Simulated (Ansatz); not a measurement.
in.yaml

```yaml
crystal:
  periodic: [false, false, false]
  atoms:
    - {symbol: Se, position_ang: [0.000000, 0.000000, 0.000000]}
    - {symbol: Mg, position_ang: [0.000000, 0.000000, 5.243000]}
basis:
  gaussian: {orbitals: 6-31G}
total_charge: 1
magnetization: {spin_polarized: false, initial_magnetization: 1}
correlation: {active_space: {window: {electrons: 5, orbitals: 6}, fixed_orbitals: true}}
scf: {lower_state_search: light}
```

```sh
$ ansatz run in.yaml --threads 1 --pin off --events-out ev --progress --plain --max-ram 2393MiB
```

Log:

```
382 factors; integrals over basis functions are off by at most 7.5e-4 eV
mean field evaluation 1: about -70707.0330 eV, gradient 2.6e1 eV
mean field evaluation 2: about -70707.0411 eV, gradient 2.6e1 eV
mean field evaluation 4: about -70708.2900 eV, gradient 1.6e1 eV
mean field evaluation 8: about -70711.8111 eV, gradient 1.5e1 eV
mean field evaluation 16: about -70714.5007 eV, gradient 7.7e-1 eV
mean field evaluation 32: about -70714.5767 eV, gradient 2.5e-1 eV
mean field evaluation 64: about -70715.6584 eV, gradient 1.4e-3 eV
mean field evaluation 96: about -70715.6584 eV, gradient 1.3e-6 eV
mean field evaluation 128: about -70713.9850 eV, gradient 2.0e-1 eV
mean field evaluation 160: about -70715.8811 eV, gradient 3.1e-1 eV
mean field evaluation 192: about -70715.8769 eV, gradient 5.0e-1 eV
mean field evaluation 224: about -70714.5673 eV, gradient 8.3e-1 eV
mean field evaluation 256: about -70715.8823 eV, gradient 4.1e-1 eV
mean field -70715.88321756 eV, -2598.7607752980 hartree, gradient 2.6e-6 eV, S^2 0.750000; 14 other end points of the search recorded, 0 dependent functions left out
reference -70715.88321756 eV, -2598.7607752980 hartree; 23, 22 occupied and 19, 20 virtual orbitals, 382 factors
state -70717.53533253 eV, -2598.8214894034 hartree
Total energy: -70717.53533253 eV, -2598.8214894034 hartree
```

The active space holds one configuration alone, so it describes no static correlation.

Natural occupations: 2.0000 1.0000 1.0000 1.0000 0.0000 0.0000.

Ran on 1 thread of Arm Neoverse V1, shared host: 2.6 s wall, 0.2 GiB peak host memory.
